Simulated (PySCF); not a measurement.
Species: C5H7Cl.
Structure used (PBE0-D3(BJ)/def2-SVP), in Å, numbered top down from 1:
```xyz
13
C5H7Cl angstrom
C      1.459   -0.706    0.249
C      0.277   -0.125   -0.498
C     -1.155   -0.453    0.037
C     -1.332    1.032    0.265
C     -0.102    1.301   -0.191
Cl     0.815    2.734   -0.384
H      1.550   -1.788    0.070
H      1.356   -0.542    1.334
H      2.397   -0.228   -0.075
H      0.372   -0.312   -1.582
H     -1.831   -0.907   -0.706
H     -1.157   -1.076    0.947
H     -2.151    1.642    0.647
```

The closed-shell ground state was solved at several levels (PySCF, density fitting, gas phase, non-relativistic).

| level | basis functions | total energy (Eh) | HOMO (eV) | LUMO (eV) | gap (eV) | dipole (D) |
| --- | --- | --- | --- | --- | --- | --- |
| LC-wPBE/pcSseg-1 | 144 | -654.5999 | -9.71 | 2.42 | 12.13 | 1.78 |
| PBE0/6-311+G(2d,p) | 212 | -654.5740 | -7.03 | -0.06 | 6.97 | 1.67 |
| BLYP/pcSseg-1 | 144 | -654.7503 | -5.74 | -0.71 | 5.03 | 1.53 |
| HF/pcSseg-1 | 144 | -652.7937 | -9.50 | 3.94 | 13.44 | 1.91 |
| PBE0/def2-SVP | 123 | -654.2263 | -6.93 | 0.31 | 7.24 | 1.48 |
| PBE0/6-31G | 72 | -654.4176 | -6.91 | 0.49 | 7.40 | 1.94 |
| B97-D/pcSseg-1 | 144 | -654.7231 | -5.87 | -0.76 | 5.11 | 1.61 |
| PBE0/6-31G* | 102 | -654.4876 | -6.85 | 0.50 | 7.35 | 1.71 |
| BP86/pcSseg-1 | 144 | -654.8983 | -6.02 | -0.96 | 5.06 | 1.63 |

Task: Estimate the row for PBE0/pcSseg-1, a basis of 144 functions; the other rows only guide the guess.

Result: Total energy -654.4637 Eh, HOMO -7.06 eV, LUMO 0.12 eV, gap 7.18 eV, dipole 1.71 D.

Task: Over all these levels, which gives the widest orbital gap and which the narrowest?

Result: HF/pcSseg-1 (Hartree–Fock, all exact exchange) has the widest, 13.44 eV, and BLYP/pcSseg-1 (GGA) the narrowest, 5.03 eV. The two share the basis. From the narrowest to the widest the HOMO moves by -3.76 eV and the LUMO by +4.65 eV.

Task: How much does the basis alone move the frontier levels among the 5 PBE0 rows (the withheld one included)?

Result: The HOMO by 0.21 eV and the LUMO by 0.56 eV. By rising basis size (HOMO, LUMO in eV): 6-31G -6.91, 0.49; 6-31G* -6.85, 0.50; def2-SVP -6.93, 0.31; pcSseg-1 -7.06, 0.12; 6-311+G(2d,p) -7.03, -0.06.

Task: In the pcSseg-1 basis, how does the gap go with the fixed share of exact exchange?

Result: BLYP (0 %) 5.03 eV; BP86 (0 %) 5.06 eV; B97-D (0 %) 5.11 eV; PBE0 (25 %) 7.18 eV; HF (100 %) 13.44 eV. Each rise in the share widens the gap here.

Task: How far do the dipole and the HOMO energy spread over the levels?

Result: The dipole runs from 1.48 to 1.94 D (mean 1.70 D) and the HOMO from -9.71 to -5.74 eV.

The pairwise dispersion term of B97-D wasn't added to the energies; at a given geometry it leaves orbitals and properties as they are.
